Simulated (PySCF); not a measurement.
**C4H4FN: geometry, NMR shifts, spin-spin couplings and electronic excitations**

What NMR shifts, spin-spin couplings and electronic excitations should C4H4FN (`N#C/C=C/CF`) show?

Programs: PySCF 2.14.0, with density-fitted response routines of our own. Each step states its level of theory. These are calculated values for one molecule in the gas phase, unless marked as measured. Atoms count from 0, in the outputs and in this text.

### Step 1. The molecule as given

10 atoms, charge 0, multiplicity 1; geometry from: GFN2-xTB.

Bonds of the start (Å): N0–C1 1.15, C1–C2 1.41, C2–C3 1.33, C3–C4 1.49, C4–F5 1.37, C2–H6 1.08, C3–H7 1.08, C4–H8 1.10, C4–H9 1.10.

### Step 2. Optimising the geometry at PBE0-D3(BJ)/def2-SVP

Job settings and geometry (Å):

```
{"job": {"xc": "PBE0", "basis": "def2-SVP", "d3": "d3bj", "grid": 1, "kind": "geom"}, "charge": 0, "multiplicity": 1}
N      2.155558    -0.416696    -2.571038
C      1.588275    -0.364746    -1.576237
C      0.898460    -0.306924    -0.350230
C     -0.332961     0.189234    -0.250516
C     -1.101113     0.265962     1.024353
F     -0.390385    -0.230038     2.084570
H      1.426701    -0.691488     0.512685
H     -0.855617     0.572587    -1.116021
H     -2.026889    -0.320484     0.955073
H     -1.353146     1.307249     1.264833
```

What it wrote:

```text
step   0  E = -308.80578515  max force = 0.030104
step   1  E = -308.80738314  max force = 0.002032
step   2  E = -308.80739689  max force = 0.000596
step   3  E = -308.80740042  max force = 0.000796
step   4  E = -308.80740341  max force = 0.000253
optimisation converged
```

It took 16 s on 1 thread, shared host.

Along the way:

| step | energy from step 0 (eV) | largest force component (eV/Å) |
| --- | --- | --- |
| 0 | 0.0000 | 1.5480 |
| 1 | -0.0435 | 0.1045 |
| 2 | -0.0439 | 0.0306 |
| 3 | -0.0440 | 0.0409 |
| 4 | -0.0440 | 0.0130 |

Distances of close pairs at the start and the end, largest changes first:

| bond | before (Å) | after (Å) | change (Å) |
| --- | --- | --- | --- |
| C1–C2 | 1.408 | 1.425 | +0.018 |
| C3–H7 | 1.081 | 1.095 | +0.014 |
| N0–C1 | 1.146 | 1.160 | +0.014 |
| C2–H6 | 1.082 | 1.094 | +0.012 |
| C2–C3 | 1.331 | 1.340 | +0.009 |
| C4–H9 | 1.098 | 1.106 | +0.008 |
| C4–H8 | 1.098 | 1.106 | +0.008 |
| C4–F5 | 1.369 | 1.364 | -0.005 |

The final coordinates are the input of the step that follows.

| at the end point | value |
| --- | --- |
| point group (found at 0.08 Å tolerance) | Cs |
| rotational constants (GHz, main isotopes) | 16.369, 1.559, 1.436 |
| dipole moment (D) | 4.20 |

### Step 3. NMR shieldings: PBE0/pcSseg-1

Job settings and geometry (Å):

```
{"job": {"kind": "nmr", "xc": "PBE0", "basis": "pcSseg-1"}, "charge": 0, "multiplicity": 1}
N      2.319351    -0.407159    -2.570091
C      1.739901    -0.352713    -1.566697
C      1.039952    -0.295217    -0.326281
C     -0.200116     0.199575    -0.213797
C     -0.937899     0.259345     1.075246
F     -0.203885    -0.252491     2.104858
H      1.557311    -0.679285     0.557878
H     -0.726323     0.586653    -1.092824
H     -1.885436    -0.305155     0.990303
H     -1.203969     1.308019     1.306209
```

With the program's defaults for keys left out, this is: GIAO PBE0/pcSseg-1 NMR shielding, non-relativistic, gas phase.

What it wrote:

```text
coarse grid: 8976 points
cycle   1  E = -308.8963098110  dE =  7.447e-01  |g| = 5.560e-01  |ddm| = 2.902e+00
cycle   2  E = -308.7303793041  dE =  1.659e-01  |g| = 1.057e+00  |ddm| = 1.347e+00
cycle   3  E = -308.9543752134  dE = -2.240e-01  |g| = 1.787e-01  |ddm| = 9.218e-01
cycle   4  E = -308.9602726327  dE = -5.897e-03  |g| = 6.467e-02  |ddm| = 1.522e-01
cycle   5  E = -308.9610255529  dE = -7.529e-04  |g| = 1.634e-02  |ddm| = 5.252e-02
cycle   6  E = -308.9610811721  dE = -5.562e-05  |g| = 5.678e-03  |ddm| = 1.534e-02
cycle   7  E = -308.9610890737  dE = -7.902e-06  |g| = 1.488e-03  |ddm| = 5.354e-03
final grid: 88920 points
cycle   8  E = -309.0026474438  dE = -2.345e-05  |g| = 5.681e-03  |ddm| = 2.616e-02
cycle   9  E = -309.0026407733  dE =  6.670e-06  |g| = 8.050e-03  |ddm| = 9.683e-03
cycle  10  E = -309.0026547002  dE = -1.393e-05  |g| = 1.427e-03  |ddm| = 5.857e-03
cycle  11  E = -309.0026551514  dE = -4.512e-07  |g| = 4.361e-04  |ddm| = 1.233e-03
cycle  12  E = -309.0026551845  dE = -3.306e-08  |g| = 1.951e-04  |ddm| = 4.233e-04
cycle  13  E = -309.0026551921  dE = -7.641e-09  |g| = 4.939e-05  |ddm| = 1.518e-04
cycle  14  E = -309.0026551926  dE = -5.002e-10  |g| = 1.150e-05  |ddm| = 3.621e-05
converged SCF energy = -309.0026551926

GIAO shielding tensors (ppm)
atom      isotropic    diamagn.    paramagn.     s11        s22        s33       span
  0 N      -60.081     339.062    -399.143   -216.356   -194.696    230.810    447.166
  1 C       62.803     258.236    -195.433    -54.694    -50.602    293.705    348.399
  2 C       78.254     253.947    -175.693    -29.875     94.883    169.753    199.628
  3 C       26.571     257.598    -231.028   -101.090     35.762    145.040    246.130
  4 C      101.265     240.219    -138.954     78.109     79.650    146.035     67.925
  5 F      430.487     472.465     -41.978    394.846    443.609    453.005     58.159
  6 H       25.514      29.064      -3.549     22.236     24.833     29.474      7.237
  7 H       24.683      31.294      -6.610     21.925     24.387     27.737      5.812
  8 H       26.139      26.989      -0.851     22.235     25.692     30.490      8.254
  9 H       26.136      26.854      -0.718     22.246     25.683     30.479      8.233
```

Wall time 8.9 s (1 thread, shared host).

The references, computed at this level on geometries of the same kind, shield at (ppm): 1H TMS 31.27, 13C TMS 184.4, 19F CFCl3 177.2, 15N NH3 265.7. Their shielding less the atom's gives the shift. The references are single molecules in the gas phase, so shifts against H2O, NH3, PH3, H3PO4 or CFCl3 are not on the usual liquid scales and can be off by tens of ppm. Atoms listed in one row are averaged.

| atoms | environment | σ (ppm) | δ (ppm) | δ scaled to CDCl3 |
| --- | --- | --- | --- | --- |
| C3 | alkene CH | 26.6 | 157.8 | 152.8 |
| C1 | nitrile carbon | 62.8 | 121.6 | 117.6 |
| C2 | alkene CH | 78.3 | 106.2 | 102.6 |
| C4 | allylic sp3 CH2 bonded to F | 101.3 | 83.1 | 80.2 |
| H7 | hydrogen on an alkene CH | 24.68 | 6.58 | 6.46 |
| H6 | hydrogen on an alkene CH | 25.51 | 5.75 | 5.67 |
| H8, H9 | hydrogen on an allylic sp3 CH2 bonded to F | 26.14 | 5.13 | 5.08 |
| N0 | nitrile nitrogen | -60.1 | 325.8 | – |
| F5 | fluorine on an sp3 carbon | 430.5 | -253.2 | – |

The scaled column applies a straight-line fit of computed shieldings to shifts measured in CDCl3, and one for carbons that bear F (root-mean-square error 0.21 ppm for H, 2.0 ppm for C).

Charges from the same density, by scheme (e):

| atoms | Mulliken | IAO | Hirshfeld | ESP fit |
| --- | --- | --- | --- | --- |
| N0 | -0.25 | -0.24 | -0.22 | -0.46 |
| C1 | 0.11 | 0.14 | 0.07 | 0.43 |
| C2 | -0.12 | -0.20 | -0.04 | -0.36 |
| C3 | -0.24 | -0.11 | -0.01 | -0.05 |
| C4 | 0.24 | 0.04 | 0.04 | 0.13 |
| F5 | -0.32 | -0.31 | -0.09 | -0.22 |

Mayer bond orders: N0–C1 3.00, C1–C2 1.06, C2–C3 1.80, C3–C4 1.04, C4–F5 0.92.

### Step 4. Spin-spin couplings: B3LYP/pcJ-1

Settings changed since step 3:

```diff
@@ -1,2 +1,2 @@
-{"job": {"kind": "nmr", "xc": "PBE0", "basis": "pcSseg-1"}, "charge": 0, "multiplicity": 1}
+{"job": {"kind": "j", "xc": "B3LYP", "basis": "pcJ-1"}, "charge": 0, "multiplicity": 1}
 N      2.319351    -0.407159    -2.570091
```

Method: B3LYP/pcJ-1 indirect spin-spin coupling, non-relativistic, gas phase.

What it wrote:

```text
coarse grid: 8976 points
cycle   1  E = -309.2716743739  dE =  6.867e-01  |g| = 5.997e-01  |ddm| = 2.804e+00
cycle   2  E = -309.0581797082  dE =  2.135e-01  |g| = 1.186e+00  |ddm| = 1.419e+00
cycle   3  E = -309.3323508602  dE = -2.742e-01  |g| = 2.201e-01  |ddm| = 9.891e-01
cycle   4  E = -309.3412741079  dE = -8.923e-03  |g| = 8.334e-02  |ddm| = 1.801e-01
cycle   5  E = -309.3424796272  dE = -1.206e-03  |g| = 2.246e-02  |ddm| = 6.436e-02
cycle   6  E = -309.3425789278  dE = -9.930e-05  |g| = 7.189e-03  |ddm| = 1.895e-02
cycle   7  E = -309.3425910469  dE = -1.212e-05  |g| = 2.278e-03  |ddm| = 6.784e-03
cycle   8  E = -309.3425923082  dE = -1.261e-06  |g| = 4.277e-04  |ddm| = 1.978e-03
final grid: 88920 points
cycle   9  E = -309.3935572949  dE = -1.079e-04  |g| = 5.353e-03  |ddm| = 1.760e-02
cycle  10  E = -309.3935536875  dE =  3.607e-06  |g| = 7.080e-03  |ddm| = 7.939e-03
cycle  11  E = -309.3935624141  dE = -8.727e-06  |g| = 9.936e-04  |ddm| = 4.708e-03
cycle  12  E = -309.3935624833  dE = -6.928e-08  |g| = 7.387e-04  |ddm| = 1.250e-03
cycle  13  E = -309.3935625815  dE = -9.814e-08  |g| = 2.963e-04  |ddm| = 6.025e-04
cycle  14  E = -309.3935625997  dE = -1.821e-08  |g| = 6.120e-05  |ddm| = 2.061e-04
cycle  15  E = -309.3935626005  dE = -7.890e-10  |g| = 1.535e-05  |ddm| = 4.739e-05
converged SCF energy = -309.3935626005

Indirect spin-spin couplings (Hz)
  i      j    bonds     total        FC       PSO       DSO        SD
  0 N    1 C    1    -19.944   -13.065    -0.082    -0.001    -6.796
  0 N    2 C    2      4.097     2.924     0.321     0.069     0.784
  0 N    3 C    3     -1.933    -1.142     0.472     0.036    -1.299
  0 N    5 F    5      0.216     0.075    -0.059     0.091     0.109
  0 N    6 H    3     -1.731    -1.495    -0.511     0.209     0.066
  0 N    7 H    4      0.514     0.345     0.073     0.072     0.023
  0 N    8 H    5     -0.627    -0.643    -0.121     0.099     0.039
  0 N    9 H    5     -0.631    -0.648    -0.122     0.100     0.039
  1 C    2 C    1     94.277    96.469    -2.433     0.242         -
  1 C    3 C    2      0.665     0.473     0.193    -0.001         -
  1 C    4 C    3      7.230     7.158     0.120    -0.048         -
  1 C    5 F    4      1.678     1.650     0.083    -0.145     0.091
  1 C    6 H    2      2.781     2.984    -0.031    -0.172         -
  1 C    7 H    3      9.455     9.366    -0.039     0.127         -
  1 C    8 H    4     -3.680    -3.699     0.231    -0.211         -
  1 C    9 H    4     -3.725    -3.744     0.231    -0.212         -
  2 C    3 C    1     82.348    91.819    -9.679     0.207         -
  2 C    4 C    2     -1.211    -0.900    -0.297    -0.014         -
  2 C    5 F    3     19.273    21.743    -2.402     0.075    -0.143
  2 C    6 H    1    182.172   181.057     0.205     0.909         -
  2 C    7 H    2     -3.543    -1.923    -1.212    -0.407         -
  2 C    8 H    3      6.321     6.414     0.262    -0.355         -
  2 C    9 H    3      6.279     6.372     0.259    -0.352         -
  3 C    4 C    1     48.296    50.196    -2.142     0.241         -
  3 C    5 F    2     10.282    14.861    -4.970    -0.094     0.485
  3 C    6 H    2     -4.675    -2.888    -1.419    -0.368         -
  3 C    7 H    1    167.441   166.670    -0.053     0.824         -
  3 C    8 H    2     -5.557    -5.398    -0.055    -0.104         -
  3 C    9 H    2     -5.586    -5.430    -0.051    -0.105         -
  4 C    5 F    1   -247.338  -288.471    20.674     0.674    19.784
  4 C    6 H    3      6.736     6.797    -0.022    -0.039         -
  4 C    7 H    2     13.593    13.785    -0.028    -0.164         -
  4 C    8 H    1    156.055   155.331    -0.255     0.979         -
  4 C    9 H    1    156.022   155.298    -0.255     0.979         -
  5 F    6 H    4      0.389     1.236    -2.204     1.344     0.013
  5 F    7 H    3     23.505    25.306     0.382    -2.136    -0.046
  5 F    8 H    2     53.485    47.773    10.361    -1.434    -3.214
  5 F    9 H    2     53.528    47.812    10.360    -1.434    -3.210
  6 H    7 H    3     17.614    18.063     2.663    -3.112         -
  6 H    8 H    4     -3.901    -3.747     1.263    -1.416         -
  6 H    9 H    4     -3.926    -3.773     1.245    -1.398         -
  7 H    8 H    3      3.275     3.297     0.499    -0.521         -
  7 H    9 H    3      3.214     3.237     0.518    -0.541         -
  8 H    9 H    2    -22.163   -22.198     2.101    -2.066         -
```

It took 20 s on 1 thread, shared host.

A choice of the couplings up to four bonds, sorted by the number of bonds, with means over like pairs; isotopes 13C, 19F, 1H, 15N:

| pair | bonds | J (Hz) | Fermi contact (Hz) | dihedral (°) |
| --- | --- | --- | --- | --- |
| C4–F5 | 1 | -247.3 | -288.5 | – |
| C2–H6 | 1 | 182.2 | 181.1 | – |
| C3–H7 | 1 | 167.4 | 166.7 | – |
| C4–H8 | 1 | 156.0 | 155.3 | – |
| C1–C2 | 1 | 94.3 | 96.5 | – |
| C2–C3 | 1 | 82.3 | 91.8 | – |
| C3–C4 | 1 | 48.3 | 50.2 | – |
| N0–C1 | 1 | -19.9 | -13.1 | – |
| F5–H8 | 2 | 53.5 | 47.8 | – |
| H8–H9 | 2 | -22.2 | -22.2 | – |
| C4–H7 | 2 | 13.6 | 13.8 | – |
| C3–F5 | 2 | 10.3 | 14.9 | – |
| C3–H8 | 2 | -5.6 | -5.4 | – |
| C3–H6 | 2 | -4.7 | -2.9 | – |
| N0–C2 | 2 | 4.1 | 2.9 | – |
| C2–H7 | 2 | -3.5 | -1.9 | – |
| C1–H6 | 2 | 2.8 | 3.0 | – |
| F5–H7 | 3 | 23.5 | 25.3 | 180 |
| C2–F5 | 3 | 19.3 | 21.7 | 0 |
| H6–H7 | 3 | 17.6 | 18.1 | 180 |
| C1–H7 | 3 | 9.5 | 9.4 | 0 |
| C1–C4 | 3 | 7.2 | 7.2 | 180 |
| C4–H6 | 3 | 6.7 | 6.8 | 0 |
| C2–H8 | 3 | 6.3 | 6.4 | -122 |
| H7–H8 | 3 | 3.2 | 3.3 | 58 |
| N0–C3 | 3 | -1.9 | -1.1 | – |
| H6–H8 | 4 | -3.9 | -3.8 | – |
| C1–H8 | 4 | -3.7 | -3.7 | – |
| C1–F5 | 4 | 1.7 | 1.6 | – |

The spin-dipole term was solved for some atoms only; pairs without it lack that part.

Quadrupole couplings from the field gradients of the same density:

| atom | isotope | eQq/h (MHz) | η |
| --- | --- | --- | --- |
| N0 | 14N | -4.526 | 0.06 |

Shifts (PBE0/pcSseg-1, scaled to CDCl3) and these couplings together give the proton spectrum at 400 MHz below. H–H couplings in it are scaled by factors fitted to measured ones, so they differ from the table.

1H NMR δ 6.46 (m, 1H), 5.67 (dt, J = 16.1, 3.9 Hz, 1H), 5.08 (ddd, J = 53.5, 3.9, 3.0 Hz, 2H). The letters are first-order; like nuclei with unlike couplings give more lines.

### Step 5. Ultraviolet spectrum: B3LYP/def2-SVPD

Settings changed since step 4:

```diff
@@ -1,2 +1,2 @@
-{"job": {"kind": "j", "xc": "B3LYP", "basis": "pcJ-1"}, "charge": 0, "multiplicity": 1}
+{"job": {"kind": "uv", "xc": "B3LYP", "basis": "def2-SVPD", "ip": true}, "charge": 0, "multiplicity": 1}
 N      2.319351    -0.407159    -2.570091
```

With the program's defaults for keys left out, this is: TDDFT B3LYP/def2-SVPD, vertical, gas phase, core orbitals frozen in the response.

What it wrote:

```text
coarse grid: 8976 points
cycle   1  E = -309.0539751190  dE =  6.750e-01  |g| = 5.465e-01  |ddm| = 4.851e+00
cycle   2  E = -308.8416389266  dE =  2.123e-01  |g| = 1.133e+00  |ddm| = 1.852e+00
cycle   3  E = -309.1113812972  dE = -2.697e-01  |g| = 1.890e-01  |ddm| = 1.300e+00
cycle   4  E = -309.1184322251  dE = -7.051e-03  |g| = 6.864e-02  |ddm| = 2.365e-01
cycle   5  E = -309.1192957812  dE = -8.636e-04  |g| = 1.867e-02  |ddm| = 8.305e-02
cycle   6  E = -309.1193692430  dE = -7.346e-05  |g| = 6.119e-03  |ddm| = 2.898e-02
cycle   7  E = -309.1193782905  dE = -9.047e-06  |g| = 1.992e-03  |ddm| = 1.022e-02
final grid: 88920 points
cycle   8  E = -309.1699417545  dE = -2.314e-05  |g| = 5.327e-03  |ddm| = 8.155e-02
cycle   9  E = -309.1699269246  dE =  1.483e-05  |g| = 9.501e-03  |ddm| = 1.797e-02
cycle  10  E = -309.1699484345  dE = -2.151e-05  |g| = 8.312e-04  |ddm| = 1.174e-02
cycle  11  E = -309.1699486092  dE = -1.747e-07  |g| = 2.026e-04  |ddm| = 1.371e-03
cycle  12  E = -309.1699486149  dE = -5.689e-09  |g| = 1.315e-04  |ddm| = 3.259e-04
cycle  13  E = -309.1699486179  dE = -3.046e-09  |g| = 4.779e-05  |ddm| = 1.585e-04
cycle  14  E = -309.1699486184  dE = -4.460e-10  |g| = 1.643e-05  |ddm| = 5.610e-05
converged SCF energy = -309.1699486184

Static polarisability (au): isotropic 56.545, principal 37.695 46.783 85.158

Singlet excitations
state   eV       nm        f      main configurations
  1   6.0807    203.9   0.41608   H->L 0.90
  2   6.1078    203.0   0.00007   H-1->L 0.98
  3   6.8899    180.0   0.00084   H->L+2 0.62, H->L+1 0.29
  4   7.1281    173.9   0.00730   H-2->L 0.87
  5   7.1818    172.6   0.00096   H->L+1 0.62, H->L+2 0.23, H-2->L 0.10
  6   7.6014    163.1   0.08506   H-3->L 0.90
  7   7.6302    162.5   0.00013   H-4->L 0.95
  8   7.7650    159.7   0.00109   H->L+3 0.90
  9   8.2085    151.0   0.00135   H->L+4 0.95
 10   8.2769    149.8   0.06343   H-5->L 0.90

Triplet excitations (Tamm-Dancoff, eV): 3.6942 5.7552 6.1936 6.4343
Vertical ionisation energy (delta-SCF) = 10.3535 eV
Vertical electron affinity (delta-SCF) = -0.2789 eV
```

It took 38 s on 1 thread, shared host.

The orbitals next to the gap, with their largest atomic shares:

| orbital | eV | atoms |
| --- | --- | --- |
| HOMO−3 | -10.39 | F5 22 %, C1 22 %, N0 20 % |
| HOMO−2 | -10.12 | N0 75 %, C1 16 % |
| HOMO−1 | -9.44 | N0 48 %, C1 37 %, C2 7 % |
| HOMO | -8.03 | C3 25 %, C2 24 %, N0 22 % |
| LUMO | -1.91 | C3 32 %, C2 24 %, N0 15 % |
| LUMO+1 | 0.04 | C4 27 %, C3 18 %, C1 9 % |
| LUMO+2 | 0.37 | N0 29 %, C1 25 %, C2 12 % |

With each of the 10 states as a Gaussian band of 0.4 eV half-width at 1/e, the curve within the window shown has maxima at 204 nm (ε 17,000), 163 nm (ε 3,700), 153 nm (ε 2,900) L/(mol cm). Beyond the last state computed it falls off for lack of states. The curve at chosen wavelengths:

(nm, ε (L/mol/cm)): (145, 1497), (148, 2436), (151, 2887), (155, 2929), (158, 3192), (161, 3620), (164, 3703), (168, 2937), (171, 2060), (174, 1307), (177, 831), (181, 720), (184, 1192), (187, 2398), (190, 4544), (194, 8732), (197, 12215), (200, 15108), (203, 16681), (207, 16218), (210, 14237), (213, 11483), (216, 8571), (220, 5202), (223, 3320), (226, 2001)

Ground-state properties from the same run:

| property | computed |
| --- | --- |
| dipole moment (D) | 4.30 |
| polarisability (Å³) | 8.38 |
| HOMO–LUMO gap (eV) | 6.12 |
| −ε(HOMO) (eV) | 8.03 |

### Step 6. Nuclear shieldings: KT2/pcSseg-2

Settings changed since step 5:

```diff
@@ -1,2 +1,2 @@
-{"job": {"kind": "uv", "xc": "B3LYP", "basis": "def2-SVPD", "ip": true}, "charge": 0, "multiplicity": 1}
+{"job": {"kind": "nmr", "xc": "KT2", "basis": "pcSseg-2", "pop": false}, "charge": 0, "multiplicity": 1}
 N      2.319351    -0.407159    -2.570091
```

Method: GIAO KT2/pcSseg-2 NMR shielding, non-relativistic, gas phase.

What it wrote:

```text
coarse grid: 8976 points
cycle   1  E = -314.3265498155  dE =  6.659e-01  |g| = 7.188e-01  |ddm| = 2.729e+00
cycle   2  E = -313.8823209368  dE =  4.442e-01  |g| = 1.609e+00  |ddm| = 2.304e+00
cycle   3  E = -314.3838047527  dE = -5.015e-01  |g| = 3.969e-01  |ddm| = 1.813e+00
cycle   4  E = -314.4202136659  dE = -3.641e-02  |g| = 1.181e-01  |ddm| = 3.018e-01
cycle   5  E = -314.4226020820  dE = -2.388e-03  |g| = 4.640e-02  |ddm| = 1.226e-01
cycle   6  E = -314.4229893933  dE = -3.873e-04  |g| = 1.692e-02  |ddm| = 3.768e-02
cycle   7  E = -314.4230559198  dE = -6.653e-05  |g| = 6.313e-03  |ddm| = 1.680e-02
cycle   8  E = -314.4230674729  dE = -1.155e-05  |g| = 1.197e-03  |ddm| = 5.348e-03
cycle   9  E = -314.4230677917  dE = -3.188e-07  |g| = 3.417e-04  |ddm| = 1.175e-03
final grid: 88920 points
cycle  10  E = -314.4361531979  dE = -4.068e-04  |g| = 2.012e-02  |ddm| = 2.993e-01
cycle  11  E = -314.4360043397  dE =  1.489e-04  |g| = 3.664e-02  |ddm| = 3.843e-02
cycle  12  E = -314.4362130827  dE = -2.087e-04  |g| = 3.209e-03  |ddm| = 2.484e-02
cycle  13  E = -314.4362146760  dE = -1.593e-06  |g| = 1.834e-03  |ddm| = 4.503e-03
cycle  14  E = -314.4362155676  dE = -8.916e-07  |g| = 6.684e-04  |ddm| = 1.774e-03
cycle  15  E = -314.4362156548  dE = -8.718e-08  |g| = 3.687e-04  |ddm| = 5.690e-04
cycle  16  E = -314.4362156850  dE = -3.021e-08  |g| = 6.147e-05  |ddm| = 2.545e-04
cycle  17  E = -314.4362156858  dE = -8.484e-10  |g| = 1.477e-05  |ddm| = 4.637e-05
converged SCF energy = -314.4362156858

GIAO shielding tensors (ppm)
atom      isotropic    diamagn.    paramagn.     s11        s22        s33       span
  0 N      -38.651     329.284    -367.935   -182.769   -161.327    228.145    410.914
  1 C       67.350     260.328    -192.978    -43.248    -40.175    285.473    328.721
  2 C       83.644     255.680    -172.036    -11.760     96.022    166.668    178.428
  3 C       31.158     258.037    -226.879    -86.023     38.912    140.587    226.610
  4 C       96.184     235.674    -139.490     70.655     73.864    144.034     73.378
  5 F      411.139     468.185     -57.046    363.416    432.569    437.432     74.016
  6 H       25.399      29.707      -4.308     22.123     24.733     29.341      7.217
  7 H       24.461      31.573      -7.112     21.902     24.341     27.142      5.240
  8 H       25.989      27.758      -1.770     22.271     25.755     29.940      7.669
  9 H       25.984      27.570      -1.587     22.280     25.748     29.924      7.645
```

Wall time 39 s (1 thread, shared host).

Key values: δ C3 151.1, C1 114.9, C2 98.6, C4 86.1, H7 6.72, H6 5.78 ppm.

### Step 7. Side by side: NMR shifts

Shifts (ppm) of some atoms, chosen among heavy atoms and hydrogens apart, means over like atoms, with basis size and wall time:

| run | C3 | C1 | C2 | H7 | H8 | N0 | F5 | functions | time |
| --- | --- | --- | --- | --- | --- | --- | --- | --- | --- |
| PBE0/pcSseg-1 | 157.8 | 121.6 | 106.2 | 6.58 | 5.13 | 325.8 | -253.2 | 122 | 8.9 s |
| KT2/pcSseg-2 | 151.1 | 114.9 | 98.6 | 6.72 | 5.19 | 298.8 | -274.8 | 272 | 39 s |

### Step 8. Results

| quantity | value |
| --- | --- |
| point group | Cs |
| rotational constants (main isotopes) | 16.37, 1.56, 1.44 GHz |
| 13C shifts against TMS (PBE0/pcSseg-1) | 157.8, 121.6, 106.2, 83.1 ppm |
| 1H shifts against TMS (PBE0/pcSseg-1, means over atoms taken as alike) | 6.58, 5.75, 5.13 ppm |
| 15N shifts against NH3 (PBE0/pcSseg-1) | 325.8 ppm |
| 19F shifts against CFCl3 (PBE0/pcSseg-1) | -253.2 ppm |
| largest coupling of the table (B3LYP/pcJ-1) | 1J(C,F) C4–F5, -247.3 Hz |
| lowest singlet (B3LYP/def2-SVPD) | 6.08 eV (204 nm), f = 0.416 |
| lowest triplet | 3.69 eV |
| vertical ionisation energy (ΔSCF) | 10.35 eV |
| vertical electron affinity (ΔSCF) | -0.28 eV (unbound: the value hangs on the basis) |
| range of the shift of N0 | 298.8 to 325.8 ppm |

Over 4 steps the energy fell by 0.044 eV; of the close pairs, C1–C2 changed most, 1.408 to 1.425 Å. No frequency check was run at this level, so the end point may be a saddle. At PBE0/pcSseg-1: Shielding is most anisotropic at N0 (span 447 ppm, paramagnetic term -399 ppm). In the run at B3LYP/pcJ-1, the largest coupling of the table is C4–F5, -247.3 Hz, of which the Fermi-contact term gives -288.5 Hz. Couplings across rotatable bonds belong to this one conformer; where others are populated, the observed values are averages. The first singlet state (HOMO→LUMO 0.90) lies at 6.08 eV and is bright. The lowest triplet lies 2.39 eV below the lowest singlet (triplets in Tamm-Dancoff, singlets in full TDDFT). ΔSCF puts the ionisation energy at 10.35 eV, 2.33 eV above −ε(HOMO). In ppm, N0 moves most: its shift spreads over 27.0 ppm, from 298.8 (KT2/pcSseg-2) to 325.8 (PBE0/pcSseg-1).
